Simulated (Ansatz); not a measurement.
Barrier from H (doublet) + CH4 (methane, SMILES C) to the saddle point below; all geometries are those of the HTBH38 set.
```
C
H 1 1.0831
H 1 1.0831 2 114.76
H 1 1.0831 2 114.76 3 136.09
H 1 1.3826 2 103.46 3 -111.96
H 5 0.9041 4 147.20 1 180.00
```
Charge 0, spin multiplicity 2.

Total energies in hartree (Ansatz, a quantum-chemistry and plane-wave program). UHF or UKS for unpaired electrons; spin-orbit terms are left out. Correlated methods leave the cores frozen. No relativity. For partners of very few electrons the exact lower level stands in for a higher one. The UHF reference of CH5 (saddle point or complex, doublet) is spin-contaminated (<S^2> up to 0.04 over the pure value in the sets run).

```tsv
species	HF/aug-cc-pVTZ	CCSD(T)/aug-cc-pVTZ	HF/aug-cc-pVQZ	CCSD(T)/aug-cc-pVQZ	CCSD(T)/aug-cc-pVDZ	CCSDT(Q)/aug-cc-pVDZ
1: H (doublet)	-0.49982	-0.49982	-0.49995	-0.49995	-0.49933	-0.49933
2: CH4 (SMILES C)	-40.21363	-40.44092	-40.21625	-40.45173	-40.39523	-40.39583
3: CH5 (complex or saddle point, doublet)	-40.67595	-40.91732	-40.67871	-40.92816	-40.87117	-40.87203
```

Problem. Work out the barrier height (electronic, no zero-point energy) in kcal/mol: take Hartree-Fock from aug-cc-pVQZ, extrapolate the CCSD(T) correlation energy as X^-3 (X = 3, 4), and add CCSDT(Q) - CCSD(T) in aug-cc-pVDZ. 1 hartree = 627.51 kcal/mol.

Solution. 
Species 1: correlation (64·(0.00000) - 27·(0.00000))/37 = 0.00000; step +0.00000; E1 = -0.49995 + (0.00000) + (+0.00000) = -0.49995
Species 2: correlation (64·(-0.23548) - 27·(-0.22729))/37 = -0.24146; step -0.00060; E2 = -40.21625 + (-0.24146) + (-0.00060) = -40.45831
Species 3: correlation (64·(-0.24945) - 27·(-0.24137))/37 = -0.25535; step -0.00086; E3 = -40.67871 + (-0.25535) + (-0.00086) = -40.93492
-1·E1 -1·E2 +1·E3 = 0.02334 hartree = 14.6 kcal/mol. Published benchmark value: 15.3 kcal/mol (Zhao et al., J. Phys. Chem. A 109, 2012 (2005), HTBH38), a best estimate, not a measurement. The composite differs from it by -0.7 kcal/mol; core, relativistic and spin-orbit terms are not in it.
